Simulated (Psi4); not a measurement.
# [NH4]+ (ammonium) at TPSSh/def2-TZVPP

Aim: the vertical singlet–triplet gap of [NH4]+ (ammonium) at TPSSh/def2-TZVPP, from 2 runs. 

The results are computed with Psi4 1.11.

2 further runs of the same task are left out: 2 set aside as unsound or not needed.

## (1) The molecule

[NH4]+: 5 atoms, total charge +1, spin state singlet. As SMILES, `[NH4+]`. Geometry: relaxed at PBE0-D4/def2-TZVP.

Bond lengths: N1–H2 1.024 Å, N1–H3 1.024 Å, N1–H4 1.024 Å, N1–H5 1.024 Å. Angles: H2–N1–H3 109.5°, H2–N1–H4 109.5°, H2–N1–H5 109.5°, H3–N1–H4 109.5°, H3–N1–H5 109.5°, H4–N1–H5 109.5°.

## (2) A single-point energy at TPSSh/def2-TZVPP

The input, job.py:

```python
import psi4

psi4.set_memory('1600 MB')
psi4.set_num_threads(1)
psi4.set_output_file('output.dat', False)

geom = psi4.geometry("""
1 1
N      0.000010     0.000010     0.000000
H      0.453330    -0.447860     0.801010
H     -0.972430     0.216180     0.235210
H      0.023940    -0.633460    -0.803650
H      0.495160     0.865130    -0.232580
symmetry c1
no_reorient
no_com
""")

psi4.set_options({
    'basis': 'def2-TZVPP',
    'puream': True,
    'e_convergence': 1e-09,
    'd_convergence': 1e-08,
    'scf_type': 'pk',
    'dft_radial_points': 99,
    'dft_spherical_points': 590,
})

energy_value, wavefunction = psi4.energy("tpssh", molecule=geom, return_wfn=True)
print('E =', round(energy_value, 9))
```

Run with:

```console
$ python job.py
```

output.dat:

```text
[...]
  Running in c1 symmetry.
[...]
  Nuclear repulsion =   16.375270078084789
[...]
  Multiplicity = 1
[...]
  Nalpha       = 5
  Nbeta        = 5
[...]
    Number of basis functions: 87
[...]
   @RKS iter   1:   -56.78391488337295    1.07181e-01   7.25923e-03 DIIS/ADIIS
[...]
   @RKS iter   7:   -56.92587140715587   -2.45848e-12   2.70473e-09 DIIS
[...]
    Orbital Energies [Eh]
    ---------------------
    Doubly Occupied:
       1A    -14.622079     2A     -1.226489     3A     -0.804316
       4A     -0.804301     5A     -0.804297
[...]
  @RKS Final Energy:   -56.92587140715587
   => Energetics <=
    Nuclear Repulsion Energy =             16.3752700780847888
    One-Electron Energy =                -105.0232464856976549
    Two-Electron Energy =                  39.0928900516274211
    DFT Exchange-Correlation Energy =      -7.3707850511704169
    Empirical Dispersion Energy =           0.0000000000000000
    VV10 Nonlocal Energy =                  0.0000000000000000
    Total Energy =                        -56.9258714071558671
[...]
 Multipole Moments:
 ------------------------------------------------------------------------------------
     Multipole            Electronic (a.u.)      Nuclear  (a.u.)        Total (a.u.)
 ------------------------------------------------------------------------------------
 L = 1.  Multiply by 2.5417464519 to convert [e a0] to [Debye]
 Dipole X            :         -0.0001330            0.0001323           -0.0000007
 Dipole Y            :         -0.0001202            0.0001134           -0.0000069
 Dipole Z            :          0.0000133           -0.0000189           -0.0000056
 Magnitude           :                                                    0.0000088
[...]
```

The script printed:

```text
E = -56.925871407
```

Run time: 14 s. Hardware: 1 thread of Intel Xeon 6975P-C (Granite Rapids), shared host; peak memory 0.92 GiB.

## (3) The triplet: energy and gradient at UTPSSh/def2-TZVPP

The input, job.in:

```
memory 1600 MB

molecule {
  1 3
  N
  H 1 R2
  H 1 R3 2 A3
  H 1 R4 3 A4 2 D4
  H 1 R5 3 A5 2 D5

  R2 = 1.023574
  R3 = 1.023569
  A3 = 109.47147
  R4 = 1.023577
  A4 = 109.47124
  D4 = 119.99561
  R5 = 1.023572
  A5 = 109.46912
  D5 = -120.00348
  units angstrom
  symmetry c1
  no_reorient
  no_com
}

set basis def2-TZVPP
set reference uks
set puream true
set e_convergence 1e-09
set d_convergence 1e-08
set scf_type pk
set dft_radial_points 99
set dft_spherical_points 590
set maxiter 100

e_tot, wfn = gradient("tpssh", return_wfn=True)
oeprop(wfn, "MAYER_INDICES", "LOWDIN_CHARGES", "MULLIKEN_CHARGES", title="TPSSH")
print_variables()
```

Run with:

```console
$ psi4 job.in job.out -n 1
```

job.out:

```text
[...]
  Running in c1 symmetry.
[...]
  Nuclear repulsion =   16.375268910229742
[...]
  Multiplicity = 3
[...]
  Nalpha       = 6
  Nbeta        = 4
[...]
    Number of basis functions: 87
[...]
   @UKS iter   1:   -56.34634111711381    5.44755e-01   3.91224e-03 DIIS/ADIIS
[...]
   @UKS iter  26:   -56.39183704903055    3.97904e-12   6.92077e-09 DIIS
[...]
   @S^2 Observed:                2.003845526E+00
[...]
  @UKS Final Energy:   -56.39183704903055
   => Energetics <=
    Nuclear Repulsion Energy =             16.3752689102297424
    One-Electron Energy =                -103.2893172103949269
    Two-Electron Energy =                  37.7682523676222530
    DFT Exchange-Correlation Energy =      -7.2460411164876275
    Empirical Dispersion Energy =           0.0000000000000000
    VV10 Nonlocal Energy =                  0.0000000000000000
    Total Energy =                        -56.3918370490305492
[...]
 Multipole Moments:
 ------------------------------------------------------------------------------------
     Multipole            Electronic (a.u.)      Nuclear  (a.u.)        Total (a.u.)
 ------------------------------------------------------------------------------------
 L = 1.  Multiply by 2.5417464519 to convert [e a0] to [Debye]
 Dipole X            :          0.2211731           -0.0000433            0.2211298
 Dipole Y            :          0.1276645            0.0000188            0.1276833
 Dipole Z            :         -0.1806961           -0.0000027           -0.1806988
 Magnitude           :                                                    0.3128154
[...]
  -Total Gradient:
     Atom            X                  Y                   Z
    ------   -----------------  -----------------  -----------------
       1       -0.161082154632    -0.092996661378     0.131587468762
       2        0.039724877719     0.022911341250    -0.178024461702
       3       -0.002855222587    -0.038027141664     0.015163851510
       4        0.158553586086     0.091558318685     0.016074573558
       5       -0.034340488111     0.016554031594     0.015198853316
[...]
  Mulliken Charges: (a.u.)
   Center  Symbol    Alpha    Beta     Spin     Total
       1     N     3.29716  3.06308  0.23408  0.63977
       2     H     0.85939  0.15031  0.70908 -0.00969
       3     H     0.49208  0.31814  0.17394  0.18978
       4     H     0.85927  0.15034  0.70893 -0.00961
       5     H     0.49211  0.31814  0.17397  0.18976
   Total alpha =  6.00000, Total beta =  4.00000, Total charge =  1.00000
  Lowdin Charges: (a.u.)
   Center  Symbol    Alpha    Beta     Spin     Total
       1     N     3.33222  2.61091  0.72131  1.05687
[...]
```

Wall time 77 s (1 thread of Intel Xeon 6975P-C (Granite Rapids), shared host); peak memory 0.9 GiB.

## (4) Outcome

At TPSSh/def2-TZVPP:

| quantity | value |
| --- | --- |
| singlet: total energy | -56.92587 Eh |
| singlet: HOMO energy | -21.89 eV |
| singlet: LUMO energy | -6.20 eV |
| singlet: HOMO–LUMO gap | 15.69 eV |
| triplet: total energy | -56.39184 Eh |
| triplet: HOMO energy (highest over α and β) | -9.26 eV |
| triplet: ⟨S²⟩ | 2.004 |
| triplet: largest force on an atom | 11.716 eV/Å |
| vertical energy of the triplet above the singlet | 14.532 eV |

What this shows: At this shape the triplet lies 14.53 eV (335 kcal/mol) above the singlet. Mulliken charges (triplet) run from -0.01 on H2 to +0.64 on N1; they depend strongly on the basis.
